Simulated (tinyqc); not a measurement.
Coupled-perturbed Hartree-Fock on RHF in the sto-3g basis, for CH3+, spin multiplicity 1, step by step (part 2 of 2). Computed by tinyqc, a small Python program that keeps every step (integrals from PySCF). Command: `OMP_NUM_THREADS=1 python tinyqc.py 24123 24124 out.jsonl` (the two numbers bound the seeds that draw the settings). One thread of a shared host (Intel(R) Xeon(R) Processor @ 2.60GHz), about 0.2 s of CPU time with the checks.

Geometry (angstrom):
```
atom          x          y         z
C      0.000000   0.000000  0.076000
H      1.033000   0.000000  0.000000
H     -0.517000   0.895000  0.000000
H     -0.517000  -0.895000  0.000000
```

## Iteration 7 (converged): orbitals

converged F (hartree):
```
             1C 1s      1C 2s     1C 2px     1C 2py     1C 2pz      2H 1s      3H 1s      4H 1s
1C 1s   -11.611743  -3.108332  -0.000010   0.000000  -0.000883  -0.898150  -0.896927  -0.896927
1C 2s    -3.108332  -1.993275  -0.000110   0.000000   0.035206  -1.004431  -1.003633  -1.003633
1C 2px   -0.000010  -0.000110  -0.842138   0.000000   0.000028  -0.653854   0.326925   0.326925
1C 2py    0.000000   0.000000   0.000000  -0.841832   0.000000   0.000000  -0.565992   0.565992
1C 2pz   -0.000883   0.035206   0.000028   0.000000  -0.263089   0.043698   0.043648   0.043648
2H 1s    -0.898150  -1.004431  -0.653854   0.000000   0.043698  -0.889963  -0.334790  -0.334790
3H 1s    -0.896927  -1.003633   0.326925  -0.565992   0.043648  -0.334790  -0.889258  -0.334621
4H 1s    -0.896927  -1.003633   0.326925   0.565992   0.043648  -0.334790  -0.334621  -0.889258
```

X:
```
            1C 1s      1C 2s     1C 2px     1C 2py     1C 2pz      2H 1s      3H 1s      4H 1s
1C 1s    1.028631  -0.171280  -0.000004   0.000000   0.002796   0.026188   0.026187   0.026187
1C 2s   -0.171280   1.523312   0.000215   0.000000  -0.033327  -0.386697  -0.386173  -0.386173
1C 2px  -0.000004   0.000215   1.225687   0.000000  -0.000018  -0.388285   0.194033   0.194033
1C 2py   0.000000   0.000000   0.000000   1.225317   0.000000   0.000000  -0.335848   0.335848
1C 2pz   0.002796  -0.033327  -0.000018   0.000000   1.002226   0.025910   0.025866   0.025866
2H 1s    0.026188  -0.386697  -0.388285   0.000000   0.025910   1.320954  -0.038666  -0.038666
3H 1s    0.026187  -0.386173   0.194033  -0.335848   0.025866  -0.038666   1.320368  -0.038595
4H 1s    0.026187  -0.386173   0.194033   0.335848   0.025866  -0.038666  -0.038595   1.320368
```

Diagonalise F' = X^T F X, C = X C', fill 4 alpha and 4 beta electrons from the bottom; D = 2 C_occ C_occ^T. Each column has its largest component positive (the first on a tie).

F' = X^T F X (hartree):
```
            1          2          3          4          5          6          7          8
1  -11.370614  -1.585909   0.000039   0.000000  -0.000027  -0.151684  -0.151248  -0.151248
2   -1.585909  -0.853936   0.000110   0.000000  -0.008242  -0.489556  -0.489060  -0.489060
3    0.000039   0.000110  -0.457228   0.000000   0.000005  -0.543775   0.271846   0.271846
4    0.000000   0.000000   0.000000  -0.457378   0.000000   0.000000  -0.470578   0.470578
5   -0.000027  -0.008242   0.000005   0.000000  -0.259875   0.030177   0.030130   0.030130
6   -0.151684  -0.489556  -0.543775   0.000000   0.030177  -0.258334  -0.077710  -0.077710
7   -0.151248  -0.489060   0.271846  -0.470578   0.030130  -0.077710  -0.258489  -0.077576
8   -0.151248  -0.489060   0.271846   0.470578   0.030130  -0.077710  -0.077576  -0.258489
```

orbital energies (hartree): MO1 -11.617730, MO2 -1.318079, MO3 -0.999090, MO4 -0.998848, MO5 -0.262696, MO6 0.300310, MO7 0.360558, MO8 0.361233

coefficients C:
```
              MO1        MO2        MO3        MO4        MO5        MO6        MO7        MO8
1C 1s    0.992792  -0.235138   0.000054   0.000000  -0.020968  -0.219354   0.000000  -0.000935
1C 2s    0.033676   0.713176  -0.000288   0.000000   0.106250   1.509182   0.000000   0.006964
1C 2px   0.000004   0.000174   0.650649   0.000000   0.000021  -0.004647   0.000000   1.142368
1C 2py   0.000000   0.000000   0.000000   0.650701   0.000000   0.000000   1.141743   0.000000
1C 2pz  -0.000688  -0.022334  -0.000017   0.000000   0.994360  -0.135398   0.000000  -0.000617
2H 1s   -0.006771   0.181341   0.399346   0.000000  -0.032707  -0.790641   0.000000  -1.109494
3H 1s   -0.006766   0.181091  -0.199796   0.345952  -0.032715  -0.797076  -0.957340   0.549492
4H 1s   -0.006766   0.181091  -0.199796  -0.345952  -0.032715  -0.797076   0.957340   0.549492
```

D after iteration 7:
```
            1C 1s      1C 2s     1C 2px     1C 2py     1C 2pz      2H 1s      3H 1s      4H 1s
1C 1s    2.081853  -0.268523  -0.000004   0.000000   0.009137  -0.098682  -0.098618  -0.098618
1C 2s   -0.268523   1.019508  -0.000127   0.000000  -0.031903   0.257970   0.257958   0.257958
1C 2px  -0.000004  -0.000127   0.846689   0.000000  -0.000030   0.519731  -0.259932  -0.259932
1C 2py   0.000000   0.000000   0.000000   0.846824   0.000000   0.000000   0.450223  -0.450223
1C 2pz   0.009137  -0.031903  -0.000030   0.000000   0.000999  -0.008104  -0.008073  -0.008073
2H 1s   -0.098682   0.257970   0.519731   0.000000  -0.008104   0.384815  -0.093806  -0.093806
3H 1s   -0.098618   0.257958  -0.259932   0.450223  -0.008073  -0.093806   0.384882  -0.093850
4H 1s   -0.098618   0.257958  -0.259932  -0.450223  -0.008073  -0.093806  -0.093850   0.384882
```

## Convergence

Stop when the energy changes by less than 1e-10 hartree and every element of the error matrix X^T (F D S - S D F) X is below 3e-06.

Course of the cycle:
```
iteration   E (hartree)     change  largest element of the error matrix
1          -38.71803705          -                             3.37e-01
2          -38.75598541  -3.79e-02                             2.93e-02
3          -38.75797282  -1.99e-03                             5.84e-03
4          -38.75803650  -6.37e-05                             1.32e-04
5          -38.75803653  -2.58e-08                             3.13e-05
6          -38.75803653  -1.39e-09                             4.30e-07
7          -38.75803653  -4.33e-13                             2.58e-07
```

PySCF RHF in the same basis = -38.75803653 hartree

Converged in 7 iterations.

## Populations, bond orders and dipole

overlap S:
```
           1C 1s     1C 2s     1C 2px     1C 2py     1C 2pz      2H 1s      3H 1s      4H 1s
1C 1s   1.000000  0.248362   0.000000   0.000000   0.000000   0.070676   0.070579   0.070579
1C 2s   0.248362  1.000000   0.000000   0.000000   0.000000   0.522351   0.522002   0.522002
1C 2px  0.000000  0.000000   1.000000   0.000000   0.000000   0.483846  -0.241926  -0.241926
1C 2py  0.000000  0.000000   0.000000   1.000000   0.000000   0.000000   0.418808  -0.418808
1C 2pz  0.000000  0.000000   0.000000   0.000000   1.000000  -0.035598  -0.035564  -0.035564
2H 1s   0.070676  0.522351   0.483846   0.000000  -0.035598   1.000000   0.166700   0.166700
3H 1s   0.070579  0.522002  -0.241926   0.418808  -0.035564   0.166700   1.000000   0.166659
4H 1s   0.070579  0.522002  -0.241926  -0.418808  -0.035564   0.166700   0.166659   1.000000
```

Mulliken: Z minus the diagonal of D S on the atom; Loewdin: the same with S^(1/2) D S^(1/2); Mayer order: 2 sum_s sum (D(s) S)_ij (D(s) S)_ji over the two atoms.

Charges (e):
```
atom  Mulliken   Loewdin
1C    0.199129  0.459478
2H    0.266925  0.180084
3H    0.266973  0.180219
4H    0.266973  0.180219
```

Mayer bond orders:
```
pair     order
2-1   0.925050
3-1   0.925023
3-2   0.001851
4-1   0.925023
4-2   0.001851
4-3   0.001852
```

dipole moment about the origin, x y z (debye): -0.001492  0.000000  0.273341

## Integrals over molecular orbitals

core Hamiltonian H = T + V (hartree):
```
             1C 1s      1C 2s     1C 2px     1C 2py     1C 2pz      2H 1s      3H 1s      4H 1s
1C 1s   -19.293711  -4.658633  -0.000014   0.000000   0.004124  -1.336506  -1.334667  -1.334667
1C 2s    -4.658633  -6.194875  -0.000070   0.000000   0.040866  -2.881680  -2.879317  -2.879317
1C 2px   -0.000014  -0.000070  -5.216693   0.000000   0.000012  -2.292632   1.146169   1.146169
1C 2py    0.000000   0.000000   0.000000  -5.216446   0.000000   0.000000  -1.984171   1.984171
1C 2pz    0.004124   0.040866   0.000012   0.000000  -5.010627   0.179315   0.179122   0.179122
2H 1s    -1.336506  -2.881680  -2.292632   0.000000   0.179315  -4.040763  -0.894133  -0.894133
3H 1s    -1.334667  -2.879317   1.146169  -1.984171   0.179122  -0.894133  -4.039225  -0.893732
4H 1s    -1.334667  -2.879317   1.146169   1.984171   0.179122  -0.894133  -0.893732  -4.039225
```

Given earlier and not repeated: Two-electron integrals (ij|kl) in chemists' order.

(pq|rs) = sum C_ip C_jq C_kr C_ls (ij|kl), one index at a time.

one-electron integrals over orbitals h = C^T H C (hartree):
```
            1          2          3          4          5          6          7          8
1  -19.278158   0.376945  -0.000090   0.000000   0.037991   0.321667   0.000000   0.001372
2    0.376945  -5.128614  -0.000102   0.000000  -0.018780  -0.840435   0.000000  -0.003716
3   -0.000090  -0.000102  -4.748739   0.000000   0.000036   0.004198   0.000000  -0.887301
4    0.000000   0.000000   0.000000  -4.748269   0.000000   0.000000  -0.887335   0.000000
5    0.037991  -0.018780   0.000036   0.000000  -5.002577   0.092015   0.000000   0.000364
6    0.321667  -0.840435   0.004198   0.000000   0.092015  -3.659636   0.000000   0.000945
7    0.000000   0.000000   0.000000  -0.887335   0.000000   0.000000  -3.890646   0.000000
8    0.001372  -0.003716  -0.887301   0.000000   0.000364   0.000945   0.000000  -3.890694
```

Two-electron integrals over orbitals (pq|rs), unique and non-zero (hartree):
```
(11|11) 3.505290    (21|11) -0.310775   (21|21) 0.043394    (22|11) 0.744689
(22|21) -0.011016   (22|22) 0.531459    (31|11) 0.000073    (31|21) -0.000007
(31|22) 0.000014    (31|31) 0.010972    (32|11) 0.000019    (32|21) 0.000006
(32|22) 0.000096    (32|31) 0.017199    (32|32) 0.124006    (33|11) 0.682804
(33|21) -0.005189   (33|22) 0.520303    (33|31) 0.003290    (33|32) 0.043473
(33|33) 0.561494    (41|41) 0.010972    (42|41) 0.017194    (42|42) 0.123916
(43|41) -0.003302   (43|42) -0.043549   (43|43) 0.041267    (44|11) 0.682745
(44|21) -0.005191   (44|22) 0.520204    (44|31) -0.003298   (44|32) -0.043530
(44|33) 0.479093    (44|44) 0.561491    (51|11) -0.027747   (51|21) 0.003307
(51|22) -0.002842   (51|31) -1.06e-06   (51|32) -1.08e-07   (51|33) -0.001129
(51|44) -0.001129   (51|51) 0.021922    (52|11) 0.013437    (52|21) -0.001421
(52|22) -0.004371   (52|31) 2.19e-07    (52|32) -8.59e-09   (52|33) -0.000321
(52|44) -0.000320   (52|51) 0.024955    (52|52) 0.100372    (53|11) -0.000012
(53|21) 7.23e-07    (53|22) -2.89e-06   (53|31) 0.000732    (53|32) -0.000435
(53|33) -0.001623   (53|44) 0.001618    (53|51) -0.000007   (53|52) -0.000019
(53|53) 0.025778    (54|41) 0.000732    (54|42) -0.000433   (54|43) 0.001621
(54|54) 0.025774    (55|11) 0.850652    (55|21) -0.009843   (55|22) 0.558988
(55|31) 1.86e-06    (55|32) 0.000011    (55|33) 0.523631    (55|44) 0.523593
(55|51) 0.003441    (55|52) 0.020086    (55|53) -0.000011   (55|55) 0.673297
(61|11) -0.285710   (61|21) 0.040698    (61|22) -0.009345   (61|31) -0.000072
(61|32) -0.000088   (61|33) -0.004234   (61|44) -0.004204   (61|51) 0.001090
(61|52) -0.003449   (61|53) -3.36e-06   (61|55) -0.007295   (61|61) 0.038426
(62|11) 0.259780    (62|21) -0.010161   (62|22) 0.079288    (62|31) -0.000041
(62|32) -0.000086   (62|33) 0.058104    (62|44) 0.057960    (62|51) -0.003357
(62|52) -0.003985   (62|53) -0.000020   (62|55) 0.128152    (62|61) -0.008411
(62|62) 0.072036    (63|11) -0.001207   (63|21) 0.000031    (63|22) -0.000427
(63|31) 0.005291    (63|32) -0.024900   (63|33) -0.030217   (63|44) 0.029577
(63|51) -3.92e-07   (63|52) -0.000038   (63|53) 0.002314    (63|55) -0.000584
(63|61) -0.000005   (63|62) -0.000490   (63|63) 0.053443    (64|41) 0.005262
(64|42) -0.025258   (64|43) 0.030025    (64|54) 0.002329    (64|64) 0.053875
(65|11) -0.020339   (65|21) -0.000453   (65|22) -0.012317   (65|31) -0.000007
(65|32) -0.000047   (65|33) -0.006256   (65|44) -0.006220   (65|51) 0.021512
(65|52) 0.070888    (65|53) -0.000098   (65|55) -0.003041   (65|61) -0.002438
(65|62) -0.013359   (65|63) 0.000036    (65|65) 0.058095    (66|11) 0.649513
(66|21) -0.010102   (66|22) 0.479986    (66|31) -0.000117   (66|32) -0.000899
(66|33) 0.479291    (66|44) 0.480074    (66|51) -0.005808   (66|52) -0.016086
(66|53) 0.000029    (66|55) 0.488799    (66|61) -0.008055   (66|62) 0.037217
(66|63) 0.000220    (66|65) -0.015818   (66|66) 0.476705    (71|41) 0.014968
(71|42) 0.021131    (71|43) -0.003338   (71|54) 0.001053    (71|64) 0.007043
(71|71) 0.020550    (72|41) 0.010159    (72|42) 0.014423    (72|43) 0.021751
(72|54) 0.004853    (72|64) 0.042537    (72|71) 0.013218    (72|72) 0.047955
(73|41) 0.004211    (73|42) 0.051107    (73|43) -0.013964   (73|54) -0.001734
(73|64) -0.026456   (73|71) 0.005556    (73|72) -0.005190   (73|73) 0.038314
(74|11) 0.258469    (74|21) -0.006358   (74|22) 0.083883    (74|31) 0.004215
(74|32) 0.051128    (74|33) 0.081967    (74|44) 0.054124    (74|51) 0.000316
(74|52) 0.009200    (74|53) -0.001736   (74|55) 0.121583    (74|61) -0.005252
(74|62) 0.071956    (74|63) -0.026535   (74|65) -0.003521   (74|66) 0.033247
(74|74) 0.117487    (75|41) 0.001741    (75|42) 0.011023    (75|43) -0.004030
(75|54) 0.018058    (75|64) -0.003697   (75|71) 0.002280    (75|72) 0.001637
(75|73) 0.004914    (75|75) 0.019016    (76|41) 0.014168    (76|42) 0.109002
(76|43) -0.048895   (76|54) -0.003088   (76|64) -0.048056   (76|71) 0.017844
(76|72) -0.011333   (76|73) 0.057945    (76|75) 0.010075    (76|76) 0.124572
(77|11) 0.717289    (77|21) -0.008863   (77|22) 0.505041    (77|31) 0.000387
(77|32) -0.030756   (77|33) 0.473493    (77|44) 0.541932    (77|51) -0.000695
(77|52) 0.001342    (77|53) 0.003167    (77|55) 0.510609    (77|61) -0.007204
(77|62) 0.050763    (77|63) 0.040503    (77|65) -0.003327   (77|66) 0.486181
(77|74) 0.042049    (77|77) 0.554898    (81|11) -0.001224   (81|21) 0.000179
(81|22) -0.000026   (81|31) 0.014973    (81|32) 0.021142    (81|33) 0.003303
(81|44) -0.003352   (81|51) 4.69e-06    (81|52) -0.000014   (81|53) 0.001054
(81|55) -0.000030   (81|61) 0.000079    (81|62) -0.000092   (81|63) 0.007084
(81|65) -0.000020   (81|66) -0.000185   (81|74) 0.005539    (81|77) 0.001108
(81|81) 0.020566    (82|11) 0.001163    (82|21) -0.000042   (82|22) 0.000351
(82|31) 0.010155    (82|32) 0.014360    (82|33) -0.021517   (82|44) 0.022012
(82|51) -0.000014   (82|52) -0.000011   (82|53) 0.004855    (82|55) 0.000567
(82|61) -0.000093   (82|62) 0.000140    (82|63) 0.042503    (82|65) -0.000063
(82|66) 0.000246    (82|74) -0.004875   (82|77) 0.031519    (82|81) 0.013217
(82|82) 0.047959    (83|11) 0.258480    (83|21) -0.006362   (83|22) 0.083799
(83|31) -0.004194   (83|32) -0.051225   (83|33) 0.054044    (83|44) 0.082102
(83|51) 0.000317    (83|52) 0.009204    (83|53) 0.001734    (83|55) 0.121570
(83|61) -0.005207   (83|62) 0.071933    (83|63) 0.025983    (83|65) -0.003477
(83|66) 0.034206    (83|74) 0.045278    (83|77) 0.076286    (83|81) -0.005558
(83|82) 0.005684    (83|83) 0.117678    (84|41) 0.004235    (84|42) 0.050997
(84|43) -0.013829   (84|54) -0.001722   (84|64) -0.026228   (84|71) 0.005589
(84|72) -0.004997   (84|73) 0.033685    (84|75) 0.004899    (84|76) 0.057734
(84|84) 0.038082    (85|11) -0.000080   (85|21) -1.45e-06   (85|22) -0.000042
(85|31) 0.001742    (85|32) 0.011030    (85|33) 0.003994    (85|44) -0.004050
(85|51) 0.000093    (85|52) 0.000312    (85|53) 0.018059    (85|55) -0.000007
(85|61) -0.000020   (85|62) -0.000064   (85|63) -0.003658   (85|65) 0.000170
(85|66) -0.000150   (85|74) 0.004903    (85|77) -0.002943   (85|81) 0.002281
(85|82) 0.001636    (85|83) -0.004943   (85|85) 0.019021    (86|11) -0.000225
(86|21) -1.82e-06   (86|22) 9.11e-07    (86|31) 0.014173    (86|32) 0.108795
(86|33) 0.048397    (86|44) -0.048658   (86|51) -0.000022   (86|52) -0.000074
(86|53) -0.003060   (86|55) -0.000053   (86|61) -0.000080   (86|62) -0.000030
(86|63) -0.047259   (86|65) -0.000097   (86|66) -0.001053   (86|74) 0.057703
(86|77) -0.048212   (86|81) 0.017860    (86|82) -0.011114   (86|83) -0.058070
(86|85) 0.010052    (86|86) 0.123761    (87|41) 0.000447    (87|42) -0.030277
(87|43) 0.034058    (87|54) 0.003159    (87|64) 0.040729    (87|71) 0.001216
(87|72) 0.031246    (87|73) -0.016814   (87|75) -0.002888   (87|76) -0.047951
(87|84) -0.016628   (87|87) 0.041559    (88|11) 0.717476    (88|21) -0.008869
(88|22) 0.505149    (88|31) -0.000265   (88|32) 0.031679    (88|33) 0.542392
(88|44) 0.473089    (88|51) -0.000695   (88|52) 0.001344    (88|53) -0.003198
(88|55) 0.510688    (88|61) -0.007201   (88|62) 0.051014    (88|63) -0.041460
(88|65) -0.003354   (88|66) 0.485407    (88|74) 0.076645    (88|77) 0.470645
(88|81) -0.001021   (88|82) -0.031169   (88|83) 0.041455    (88|85) 0.003000
(88|86) 0.049044    (88|88) 0.555800
```

## Response to a field: uncoupled start

dipole integrals <a|y|i> (bohr):
```
          i1         i2        i3         i4
a5  0.000000   0.000000  0.000000  -0.011157
a6  0.000000   0.000000  0.000000  -0.670491
a7  0.077888  -0.220177  0.634850   0.000000
a8  0.000000   0.000000  0.000000   0.631915
```

Field along y; U_ai = -mu_ai / (e_a - e_i), alpha = -4 sum U_ai mu_ai.

uncoupled U:
```
           i1        i2         i3         i4
a5   0.000000  0.000000   0.000000   0.015155
a6   0.000000  0.000000   0.000000   0.516096
a7  -0.006502  0.131164  -0.466922   0.000000
a8   0.000000  0.000000   0.000000  -0.464616
```

uncoupled polarisability = 3.862464 bohr^3

## Coupled step 1

U_ai = -(mu_ai + sum_bj [4 (ai|bj) - (ab|ij) - (aj|bi)] U_bj) / (e_a - e_i); alpha = -4 sum U_ai mu_ai.

U after step 1:
```
           i1        i2         i3         i4
a5   0.000000  0.000000   0.000000   0.013802
a6   0.000000  0.000000   0.000000   0.621973
a7  -0.006952  0.171324  -0.560959   0.000000
a8   0.000000  0.000000   0.000000  -0.558157
```

polarisability = 4.657107 bohr^3

## Coupled step 2

As before.

U after step 2:
```
           i1        i2         i3         i4
a5   0.000000  0.000000   0.000000   0.010836
a6   0.000000  0.000000   0.000000   0.643919
a7  -0.007054  0.182355  -0.580023   0.000000
a8   0.000000  0.000000   0.000000  -0.577112
```

polarisability = 4.821901 bohr^3

## Coupled polarisability

Repeat until U stops changing; compare with -d2E/dF2.

Course of the coupled iterations:
```
step  alpha (bohr^3)
0           3.862464
1           4.657107
2           4.821901
3           4.856360
4           4.863637
5           4.865197
6           4.865541
7           4.865622
8           4.865644
9           4.865651
10          4.865654
11          4.865656
...              ...
17          4.865658
18          4.865658
19          4.865658
20          4.865658
21          4.865658
22          4.865658
23          4.865658
24          4.865658
25          4.865658
26          4.865658
27          4.865658
28          4.865658
```

coupled polarisability = 4.865658 bohr^3

finite-field check, fields of +/-0.001 au = 4.865658 bohr^3
